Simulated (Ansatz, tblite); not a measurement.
# The cluster SnCl₂: a ladder of methods and basis sets

The task here is to estimate one member of a computed series from the others.

Program: Ansatz 0.2.0, Gaussian basis. Level of theory: as each input shows. These are calculated values, not measurements.

The runs, in order: GFN1-xTB, GFN2-xTB, PBE-D4/def2-TZVP, r2SCAN-D4/def2-TZVP, r2SCANh-D4/def2-TZVP, ωB97X-V/def2-TZVP, revPBE-D4/def2-TZVP, PBE-QIDH/def2-TZVP, BLYP-D4/def2-TZVP, PBE-D4/def2-SVP, PBE0-D4/def2-SVP, PBE0-D4/def2-TZVPD, PBE-D4/def2-TZVPD, r2SCAN-D4/def2-TZVPD, CCSD(T)/def2-TZVPP, MP2/def2-TZVP, RPA/def2-TZVP.

1 further run of the same task is left out (set aside as unsound or not needed). Runs told in other sessions of the task aren't counted.

## The relaxed structure

The singlet was relaxed beforehand with r2SCAN-D4/def2-TZVP. At that level it is the lowest of the isomers that a small search found.

3 atoms, charge 0, spin multiplicity 1.

Bond lengths: Sn1–Cl2 2.368 Å, Sn1–Cl3 2.368 Å. Angles: Cl2–Sn1–Cl3 98.3°.

Sn takes a core potential in the def2 sets. No spin-orbit coupling is included.

PBE0-D4/def2-TZVP was run before; its log isn't repeated, and its numbers join the tables.

The first run:

Tight binding, by tblite at 300 K electronic temperature and without a spin-polarisation term:

```python
tblite.interface.Calculator('GFN1-xTB', numbers, positions, charge=0, uhf=0).singlepoint()
```

Tight binding, by tblite at 300 K electronic temperature and without a spin-polarisation term:

```python
tblite.interface.Calculator('GFN2-xTB', numbers, positions, charge=0, uhf=0).singlepoint()
```

start.molden holds the orbitals of an earlier run on this state, given as this run's starting guess.

Contents of in.yaml:

```yaml
crystal:
  periodic: [false, false, false]
  atoms:
    - {symbol: Sn, position_ang: [0.185781, 0.639212, 0.789548]}
    - {symbol: Cl, position_ang: [0.873807, 0.732315, -1.473868]}
    - {symbol: Cl, position_ang: [-1.059587, -1.371527, 0.684319]}
basis:
  gaussian: {orbitals: def2-TZVP, initial_orbitals: start.molden}
hamiltonian: {xc: pbe, dispersion: d4}
scf: {omitted_lower_state_checks: [starts]}
output: {orbitals: {seedname: orbitals}}
```

Run with:

```bash
$ ansatz run in.yaml --threads 4 --pin off --events-out ev --progress --plain --max-ram 3916MiB
```

Among the steps run: PBE-D4/def2-TZVP; r2SCAN-D4/def2-TZVP; r2SCANh-D4/def2-TZVP; ωB97X-V/def2-TZVP; revPBE-D4/def2-TZVP; PBE-QIDH/def2-TZVP; BLYP-D4/def2-TZVP; PBE-D4/def2-SVP; PBE0-D4/def2-SVP; PBE0-D4/def2-TZVPD; PBE-D4/def2-TZVPD; r2SCAN-D4/def2-TZVPD; CCSD(T)/def2-TZVPP; MP2/def2-TZVP; RPA/def2-TZVP.

One table of the session follows, with a row left open; its other results are not shown here.

| level | HOMO (eV) | LUMO (eV) | gap (eV) |
| --- | --- | --- | --- |
| PBE-D4/def2-SVP | -6.73 | -3.60 | 3.13 |
| PBE-D4/def2-TZVP | -6.96 | -3.78 | 3.18 |
| PBE-D4/def2-TZVPD | -7.03 | -3.84 | 3.19 |
| revPBE-D4/def2-TZVP | ? | ? | ? |
| BLYP-D4/def2-TZVP | -6.82 | -3.70 | 3.12 |
| r2SCAN-D4/def2-TZVP | -7.27 | -3.74 | 3.53 |
| r2SCAN-D4/def2-TZVPD | -7.31 | -3.77 | 3.54 |
| r2SCANh-D4/def2-TZVP | -7.67 | -3.49 | 4.18 |
| PBE0-D4/def2-SVP | -7.86 | -3.00 | 4.86 |
| PBE0-D4/def2-TZVP | -8.04 | -3.13 | 4.91 |
| PBE0-D4/def2-TZVPD | -8.09 | -3.18 | 4.91 |
| ωB97X-V/def2-TZVP | -10.18 | -1.24 | 8.94 |

Q: Estimate the row for revPBE-D4/def2-TZVP from the others.

As computed: HOMO (eV): -6.90; LUMO (eV): -3.68; gap (eV): 3.22. In the column «HOMO (eV)» it lies between PBE-D4/def2-TZVP (-6.96) and BLYP-D4/def2-TZVP (-6.82).
